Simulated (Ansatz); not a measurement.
Results of PBE (Ansatz, a program for electronic structure, plane waves, PAW) for zinc-blende BeTe.

Settings: plane-wave cutoff 520 eV, 10×10×10 k mesh, Fermi–Dirac smearing 0.01 eV, scalar-relativistic PAW data made under PBE.

Energies at three volumes about the minimum:

| V (Å³/atom) | E − E_lowest (meV/atom) |
|---|---|
| 22.254 | 1.67 |
| 22.708 | 0.00 |
| 23.162 | 1.53 |

### Question
Fit a parabola by hand: where is the minimum, what lattice constant follows, and what is the bulk modulus?

### Answer
Slopes: (0.00 − 1.67)/(22.708 − 22.254) = -3.678 and (1.53 − 0.00)/(23.162 − 22.708) = 3.370 meV/Å³. Curvature E″ = 2 × (3.370 − (-3.678))/(23.162 − 22.254) = 15.524 meV/Å⁶. From the middle of the first interval, the slope vanishes at V0 = 22.4810 − (-3.678)/15.524 = 22.718 Å³/atom. B = V0 E″ = 22.718 × 15.524 meV/Å³ × 0.1602 GPa per meV/Å³ = 56.5 GPa. With 8 atoms in the cube, a = (8 × 22.718)^(1/3) = 5.664 Å. The full Birch–Murnaghan fit to all volumes gives V0 = 22.710 Å³/atom and B0 = 56.5 GPa.

Measured, for comparison: bulk modulus 67 GPa (room temperature, not corrected to a static lattice; as tabulated in Elmahjoubi et al. (2023), arXiv:2303.01780); lattice constant a 5.626 Å (temperature not stated, not corrected to a static lattice; as tabulated in Bernardini et al. (2000), arXiv:cond-mat/0007180). Computed less measured: bulk modulus -16 %.
